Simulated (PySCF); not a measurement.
# C5H7F: the cost of one run

The runs use PySCF 2.14.0, with density-fitted response routines of our own; the level of theory stands in each step. All values are computed, except where a source is named. Atoms count from 0, in the outputs and in this text.

### 1 The starting structure

13 atoms, charge 0, multiplicity 1; geometry from: PBE0-D3(BJ)/def2-SVP.

Bonds of the start (Å): C0–C1 1.31, C1–C2 1.31, C2–C3 1.50, C3–C4 1.51, C3–F5 1.38, C0–H6 1.10, C0–H7 1.10, C2–H8 1.10, C3–H9 1.10, C4–H10 1.10, C4–H11 1.10, C4–H12 1.10.

### 2 X-ray photoelectron lines: SCAN, X2C

The job: settings as JSON, then the geometry in Å.

```
{"job": {"kind": "xps"}, "charge": 0, "multiplicity": 1}
C      2.731052    -0.337187    -0.358968
C      1.559466     0.026659     0.092146
C      0.379065     0.382932     0.532593
C     -0.838042     0.514076    -0.338114
C     -1.957351    -0.413965     0.078555
F     -1.301640     1.816224    -0.254981
H      3.461773     0.403077    -0.701762
H      3.019545    -1.392900    -0.404190
H      0.239986     0.595840     1.600821
H     -0.555081     0.330067    -1.388592
H     -2.235956    -0.228801     1.127039
H     -2.843297    -0.243744    -0.550661
H     -1.647091    -1.464113    -0.020980
```

Method: delta-SCF UKS SCAN, pcX-2 on the ionised atom, pcseg-1 elsewhere, spin-free X2C.

Command:

```bash
OMP_NUM_THREADS=1 python probes_run.py task.json out
```

The driver reads the jobs from task.json and runs them one after another.

Q: Estimate the wall time and peak memory of this first job on 1 thread of Arm Neoverse V2, shared host.

About 41 s, with a peak of 0.53 GiB.
